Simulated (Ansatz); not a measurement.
# Abstraction of F: C3H7FO + MgH → C3H7O + MgHF

Species: C3H7FO (2-fluoroethyl methyl ether) `COCCF`, singlet; MgH, doublet; C3H7O `[CH2]COC`, doublet; MgHF `[F][MgH]`, singlet. A radical takes F: the energy is the difference in strength between the C–F bond broken and the Mg–F bond made.

Shapes, held fixed at every level: PBE0-D4/def2-TZVP. Flexible molecules stand in one conformer, not always the lowest. Programs: Ansatz 0.2.0. The zero-point and thermal change to 298 K, harmonic and unscaled (PBE0-D4/def2-TZVP), is -11.5 kJ/mol.

```json
{"level": "MP2/def2-TZVPP", "kind": "perturbation theory", "ΔH(298 K) (kJ/mol)": "-124.1", "less CCSD(T)/def2-TZVPP": "-1.9"}
{"level": "SPW92/def2-TZVPP", "kind": "LDA", "ΔH(298 K) (kJ/mol)": "-82.7", "less CCSD(T)/def2-TZVPP": "+39.5"}
{"level": "PBE-D4/def2-TZVPP", "kind": "GGA", "ΔH(298 K) (kJ/mol)": "-110.0", "less CCSD(T)/def2-TZVPP": "+12.2"}
{"level": "r2SCAN-D4/def2-TZVPP", "kind": "meta-GGA", "ΔH(298 K) (kJ/mol)": "-132.9", "less CCSD(T)/def2-TZVPP": "-10.7"}
{"level": "wB97X-V/def2-TZVPP", "kind": "range-separated hybrid", "ΔH(298 K) (kJ/mol)": "-123.1", "less CCSD(T)/def2-TZVPP": "-0.9"}
{"level": "B2PLYP/def2-TZVPP", "kind": "double hybrid", "ΔH(298 K) (kJ/mol)": "-131.1", "less CCSD(T)/def2-TZVPP": "-8.9"}
{"level": "CCSD/def2-TZVPP", "kind": "coupled cluster or CI", "ΔH(298 K) (kJ/mol)": "-126.5", "less CCSD(T)/def2-TZVPP": "-4.3"}
{"level": "CCSD(T)/def2-TZVPP", "kind": "coupled cluster or CI", "ΔH(298 K) (kJ/mol)": "-122.2", "less CCSD(T)/def2-TZVPP": "0.0"}
```

The highest level, CCSD(T)/def2-TZVPP, gives ΔH(298 K) = -122.2 kJ/mol; the levels span -132.9 to -82.7. The column of differences is taken from that level and isn't an error. No measured value is set beside it here. Open shells run unrestricted. Outer-core shells of Mg are correlated, in sets that cover them unevenly.
